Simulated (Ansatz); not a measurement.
For hcp Ti, PBE-D3(BJ) in Ansatz (plane waves, PAW) gives:

```
Item                  Value
------------------  -------
lattice constant a  2.887 Å
c axis length       4.577 Å
```

Task: What does r²SCAN0 (plane waves, PAW; Ansatz, a program for electronic structure) give for the same quantities?

Result: 
- lattice constant a: 2.920 Å (rises by 1.1 %)
- lattice parameter c: 4.645 Å (grows by 1.5 %)

For comparison: lattice constant a 2.950 Å (measured, 293 K, no zero-point or thermal correction; as tabulated in Wikipedia's data pages); lattice parameter c 4.683 Å (measured, 293 K, no zero-point or thermal correction; as tabulated in Wikipedia's data pages).

Changes are worked out from the printed values.

Unless a cell is named, each level is at its own relaxed cell (PBE-D3(BJ) 16.52, r²SCAN0 17.15 Å³/atom).

The crystal itself was run without spin with PBE-D3(BJ), r²SCAN0; a magnetic state was not tried in these runs.

Ansatz's density-functional and Hartree–Fock values are scalar-relativistic unless marked +SOC, with PAW data made under PBE.
